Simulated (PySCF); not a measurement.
# C5H7F: the cost of one run

The runs use PySCF 2.14.0, with density-fitted response routines of our own; the level of theory stands in each step. All values are computed, except where a source is named. Atoms count from 0, in the outputs and in this text.

## 1. Starting geometry

13 atoms, charge 0, multiplicity 1; geometry from: GFN2-xTB. The atoms were then displaced at random by about 0.01 Å, so the start is not that level's minimum.

Bonds of the start (Å): F0–C1 1.31, C1–C2 1.30, C2–C3 1.52, C3–C4 1.58, C4–C5 1.54, C5–C1 1.49, C2–H6 1.09, C3–H7 1.08, C3–H8 1.09, C4–H9 1.07, C4–H10 1.11, C5–H11 1.08, C5–H12 1.11.

## 2. Relaxing the molecule at PBE0-D3(BJ)/def2-SVP

Job settings and geometry (Å):

```
{"job": {"xc": "PBE0", "basis": "def2-SVP", "d3": "d3bj", "grid": 1, "shake": 0.01, "kind": "geom"}, "charge": 0, "multiplicity": 1}
F     -1.405400     2.189030    -0.242030
C     -0.624840     1.141410    -0.126230
C      0.656840     1.171970     0.116020
C      1.262390    -0.216790     0.157840
C     -0.026400    -1.126720     0.151390
C     -1.189560    -0.222750    -0.306060
H      1.295420     2.046110     0.263680
H      1.867160    -0.393650    -0.724320
H      1.849770    -0.380410     1.060530
H      0.099580    -1.992850    -0.468980
H     -0.225460    -1.478150     1.182980
H     -1.431480    -0.392490    -1.348040
H     -2.122200    -0.361610     0.272880
```

The run is started by

```sh
$ OMP_NUM_THREADS=1 python probes_run.py task.json out
```

This one command runs all jobs of the session in turn.

**Question.** How long does this first job take on 1 thread of Arm Neoverse V1, shared host, and how much memory does it need?

About 19 s, with a peak of 0.5 GiB.
